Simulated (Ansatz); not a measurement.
HN2 (SMILES N#[NH+]), charge 1, multiplicity 1, relaxed at each level with Ansatz (a first-principles code); harmonic frequencies from differences of analytic forces, average atomic masses, frozen cores.

```
level               N1–N2 (Å)  N2–H3 (Å)  N1–N2–H3 (°)  dipole (D)
------------------  ---------  ---------  ------------  ----------
HF/def2-TZVPP          1.0596     1.0220         180.0           -
PBE/def2-TZVPP         1.0984     1.0442         180.0           -
r2SCAN/def2-TZVPP      1.0886     1.0367         180.0           -
B3LYP/def2-TZVPP       1.0860     1.0370         180.0           -
PBE0/def2-TZVPP        1.0843     1.0356         180.0           -
wB97X-V/def2-TZVPP     1.0857     1.0371         180.0           -
MP2/cc-pVTZ            1.1082     1.0350         180.0           -
CCSD(T)/cc-pVDZ        1.1140     1.0450         180.0           -
CCSD(T)/cc-pVTZ        1.0992     1.0343         180.0           -
```
